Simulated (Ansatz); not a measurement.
hcp Y was calculated with r²SCAN (Ansatz, a program for electronic structure, plane waves, PAW).

Numerical settings: plane-wave cutoff 600 eV, 24×24×12 k mesh (along the axes of the cell as run), Fermi–Dirac smearing 0.026 eV (set by the program), scalar-relativistic PAW data made under PBE.

Computed at the level's own relaxed cell.

Q: Predict the Voigt–Reuss–Hill bulk modulus, elastic constant C33, elastic constant C66, elastic constant C12, Poisson ratio, elastic constant C11, elastic constant C13 and elastic constant C44.

A: 
- Voigt–Reuss–Hill bulk modulus = 40.7 GPa
- elastic constant C33 = 76.3 GPa
- elastic constant C66 = 23.9 GPa
- elastic constant C12 = 29.1 GPa
- Poisson ratio = 0.247
- elastic constant C11 = 76.9 GPa
- elastic constant C13 = 19.7 GPa
- elastic constant C44 = 23.3 GPa

Measured, for comparison: elastic constant C33 80.1 ± 0.2 GPa, elastic constant C12 29.1 ± 0.3 GPa, elastic constant C11 83.4 ± 0.2 GPa, elastic constant C13 19 ± 4 GPa, elastic constant C44 26.9 ± 0.06 GPa (0 K, extrapolated to 0 K; as tabulated in Elastic Constants of Yttrium Single Crystals in the Temperature Range 4.2-400 K). Computed (rounded) less measured: elastic constant C33 -5 %, elastic constant C12 0.0 % (inside the measured uncertainty), elastic constant C11 -8 %, elastic constant C13 +4 % (inside the measured uncertainty), elastic constant C44 -13 %.

Elastic constants are with the ions relaxed.

The computed numbers hold no vibrational or temperature effects.

Cost on a shared machine: very roughly 30 core-minutes.
